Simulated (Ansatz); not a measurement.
A nudged elastic band was laid between two geometries of BClH₃N (6 atoms, charge 0, multiplicity 1).

Theory: RKS PBE-D4/6-31G* (Ansatz 0.2.0).

```json
{"movable images": "7", "climbing image": "yes", "spring": "5.0 eV/Å²", "optimiser": "quadratic models (default)", "start path": "through a guess of the saddle point", "force threshold": "0.05 eV/Å", "iteration limit": "60", "end points": "relaxed"}
```

Initial state:

```xyz
6
Properties=species:S:1:pos:R:3
N -0.398 -0.006 -0.663
B 0.373 -0.162 0.490
Cl 0.535 1.201 1.632
H -0.515 -0.758 -1.338
H -0.887 0.855 -0.901
H 0.934 -1.195 0.734
```

Final state:

```xyz
6
Properties=species:S:1:pos:R:3
N -0.226 -0.327 -0.377
B 1.281 0.259 0.436
Cl 0.489 1.525 1.535
H 0.024 -0.533 -1.353
H -1.093 0.247 -0.356
H -0.432 -1.235 0.069
```

Problem. Which bonds break or form, and what moves?

Solution. Bonds broken: B2–H6. Bonds formed: N1–H6.

Problem. What energy profile does the band end with?

Solution. It converged. The highest image is number 6 of 0 to 8, 435.3 kJ/mol above the first end and 52.1 kJ/mol above the last; the last end lies 383.3 kJ/mol above the first. Neighbouring images differ by up to 1.4 eV, so the band resolves the path poorly. A vibrational analysis at the climbing image gives one clearly imaginary mode, 1382i cm⁻¹: a first-order saddle point. The orbitals stay closed-shell, which can raise the energy where a bond breaks towards radicals; this wasn't checked here.

```
image  path coordinate (Å)  energy (kJ/mol)  B2–H6 (Å)  N1–H6 (Å)
    0                 0.00              0.0       1.20       2.27
    1                 0.29              9.5       1.20       2.22
    2                 0.58             42.2       1.20       2.13
    3                 0.87            112.5       1.20       1.96
    4                 1.17            230.9       1.24       1.72
    5                 1.46            369.7       1.35       1.46
    6                 1.75            435.3       1.53       1.19
    7                 2.10            399.6       1.89       1.05
    8                 2.44            383.3       2.30       1.03
```

Problem. What is the geometry of the highest image?

Solution. 
```xyz
6
Properties=species:S:1:pos:R:3:forces:R:3
N -0.254 -0.180 -0.464 0.00 0.02 -0.03
B 0.940 0.023 0.503 0.00 -0.03 -0.02
Cl 0.543 1.419 1.563 -0.01 0.03 0.02
H -0.004 -0.606 -1.365 0.00 0.00 0.00
H -1.137 0.397 -0.527 0.00 0.00 0.01
H -0.046 -1.117 0.243 0.00 -0.02 0.02
```

The run took 73 s on 1 thread of Arm Neoverse V1, on a shared host, peak memory 0.1 GiB.
